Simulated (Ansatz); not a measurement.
System: silicon monoxide, SiO (charge 0, singlet). 
Coordinates optimised at B3LYP-D3(BJ)/def2-TZVP (Ansatz, an electronic-structure program):
```xyz
2

Si     0.0000     0.0000    -0.5502
O      0.0000     0.0000     0.9629
```

Basis-set convergence of Hartree-Fock and CCSD(T) correlation energies (hartree) with Ansatz. Correlated levels leave the core frozen unless marked. No spin-orbit coupling. No relativistic terms.

| basis | functions | E(HF) | E(corr, CCSD(T)) | rough core time |
|---|---|---|---|---|
| cc-pV(D+d)Z | 37 | -363.80040 | -0.29085 | under 20 s |
| cc-pV(T+d)Z | 69 | -363.84295 | -0.35598 | under 20 s |
| cc-pV(Q+d)Z | 119 | -363.85217 | -0.37881 | under 20 s |
| cc-pV(5+d)Z | 191 | -363.85447 | -0.38748 | 23 s |

Extrapolating the two largest sets (X = 4 and 5) as X^-3: E(corr) = (125·(-0.38748) - 64·(-0.37881))/61 = -0.3966 Eh, an estimate of the basis-set limit. The largest set recovers 97.7 % of it, the smallest 73.3 %.
